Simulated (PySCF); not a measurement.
# How far are cheaper levels from CCSD(T)/CBS for SN?

PySCF; the state is a doublet (π ↑). The composite is CCSD(T) extrapolated to the basis-set limit from two correlation-consistent sets, with core-valence (CV) and scalar-relativistic (SR) terms as its label shows; it has no spin–orbit coupling and nothing beyond (T). Here it is CCSD(T)/CBS(TQ)+CV+SR. It gives Re = 1.493 Å, ωe = 1240 cm⁻¹ and De = 4.90 eV to S + N.

| level | basis | relativity | Re (Å) | ωe (cm⁻¹) | De (eV) |
| --- | --- | --- | --- | --- | --- |
| ROHF | jorge-DZP-DKH | spin-free X2C | 1.487 | 1320 | 0.52 |
| ROHF-CCSD | x2c-TZVPPall | spin-free X2C | 1.494 | 1249 | 4.08 |
| ROHF-CCSD(T) | pcseg-1 | no relativity | 1.527 | 1177 | 3.85 |
| ROHF-CCSD(T) | x2c-SVPall | spin-free X2C | 1.521 | 1202 | 3.93 |
| ROHF-CCSD(T) | jorge-DZP-DKH | spin-free X2C | 1.538 | 1150 | 3.72 |
| LDA | def2-SVPD | no relativity | 1.508 | 1238 | 6.31 |
| r²SCAN | jorge-DZP-DKH | spin-free X2C | 1.522 | 1210 | 4.43 |
| TPSSh | x2c-TZVPPall | spin-free X2C | 1.496 | 1244 | 4.85 |
| PBE0 | pcseg-1 | no relativity | 1.506 | 1268 | 4.47 |
| HSE06 | 6-31G(d,p) | no relativity | 1.507 | 1266 | 4.49 |

**Question.** Give the difference of each row from the composite.

**Answer.** 

| level | basis | ΔRe (pm) | Δωe (%) | ΔDe (eV) |
| --- | --- | --- | --- | --- |
| ROHF | jorge-DZP-DKH | -0.6 | +6.5 | -4.38 |
| ROHF-CCSD | x2c-TZVPPall | +0.1 | +0.7 | -0.82 |
| ROHF-CCSD(T) | pcseg-1 | +3.4 | -5.1 | -1.05 |
| ROHF-CCSD(T) | x2c-SVPall | +2.8 | -3.1 | -0.97 |
| ROHF-CCSD(T) | jorge-DZP-DKH | +4.5 | -7.3 | -1.18 |
| LDA | def2-SVPD | +1.5 | -0.2 | +1.41 |
| r²SCAN | jorge-DZP-DKH | +2.9 | -2.4 | -0.47 |
| TPSSh | x2c-TZVPPall | +0.3 | +0.3 | -0.05 |
| PBE0 | pcseg-1 | +1.3 | +2.3 | -0.43 |
| HSE06 | 6-31G(d,p) | +1.4 | +2.1 | -0.41 |

**Question.** Which rows come closest in De?

**Answer.** TPSSh in x2c-TZVPPall (-0.05 eV), counted from the composite.

Correlated steps freeze 6 core orbitals. Correlated levels converge slowly with the basis: in double zeta they bind strong bonds too weakly, by up to about 1 eV, and carry superposition errors of some tenths. Counting both spins, an empty level lies below a filled one in some of these solutions, because spin and occupation are held. The state was picked by a PBE0 search and need not be the measured ground state.
